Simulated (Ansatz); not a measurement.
# HGe–GeH⁺, quartet: reading a ladder of total energies

Geometry: that of the HGe–GeH, triplet, kept fixed. The doublet lies 1.3 eV lower here.

```xyz
4

Ge    0.0000   -0.0625    1.2017
Ge    0.0000    0.0625   -1.2017
H     0.0000    1.4524    1.6545
H     0.0000   -1.4524   -1.6545
```

Basis cc-pVDZ; Ansatz 0.2.0. Only valence electrons are correlated (noble-gas cores and the filled d shells of p-block atoms frozen), which leaves 9 electrons in 36 orbitals. Prefix R: restricted or restricted open-shell reference. No spin–orbit coupling is included, and no scalar relativity.

Full CI isn't at hand for all of this; RCCSDTQ serves as the reference, and is uncertain by about the last step of the cluster series.

Runs differ by some tens of microhartree through their thresholds and, for an open shell, their frozen cores, so steps under 0.03 kcal/mol mean nothing.

```csv
level,total energy (hartree)
RHF,-4151.472445
RMP2,-4151.592481
RCCSD,-4151.624970
RCCSD(T),-4151.630553
RCCSDT,-4151.632248
RCCSDT(Q),-4151.632567
RCCSDTQ,-4151.632621
```

**Question.** What is the correlation energy at RCCSDTQ, and what share of it do RMP2 and RCCSDT recover?

**Answer.** E(corr) = -4151.632621 − (-4151.472445) = -0.160176 hartree = -4.359 eV. RMP2: -0.120036 / -0.160176 = 74.94 %. RCCSDT: -0.159803 / -0.160176 = 99.77 %.

**Question.** By how many kcal/mol does RCCSD(T) miss RCCSDTQ (1 hartree = 627.509 kcal/mol), and which steps make up the rest?

**Answer.** -4151.630553 − (-4151.632621) = 0.002068 hartree = 1.30 kcal/mol. Steps: RCCSDT − RCCSD(T) = -1.06, RCCSDT(Q) − RCCSDT = -0.20, RCCSDTQ − RCCSDT(Q) = -0.03 kcal/mol. Differences between like states or geometries often cancel part of this.
